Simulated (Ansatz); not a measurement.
Relaxing B

Level of theory: Ansatz, DFT r2SCAN, scalar-relativistic, plane waves, PAW. Cutoff 500 eV, Γ-centred k mesh, Gaussian smearing, no spin polarisation in the final step.

This is the end of a relaxation of cell and atoms.

```
CELL_PARAMETERS angstrom
1.70606 0.00000 0.00000
-0.85303 1.47749 0.00000
0.00000 0.00000 3.71471
ATOMIC_POSITIONS crystal
B 0.00000 0.00000 0.00000
```

Energies count from the standard state of B at the same level.

Problem. What space group does it have?

Solution. P6/mmm (No. 191). Conventional cell: a = 1.706 Å, c = 3.715 Å. B is coordinated by 6 B at 1.71 Å.

Problem. How far above the standard state of B does it lie?

Solution. 0.75 eV/atom.

Problem. Is it a metal?

Solution. Yes, bands cross the Fermi level on the 36×36×16 mesh.

The final run used a 36×36×16 mesh on its 1-atom cell and 0.10 eV smearing. The k mesh leaves about 4 meV/atom of noise in metals. No dispersion correction is applied, so the spacing between layers, chains or molecules is poorly fixed, and with it the volume and density. The cell came from a trial start, so B may not exist in this structure.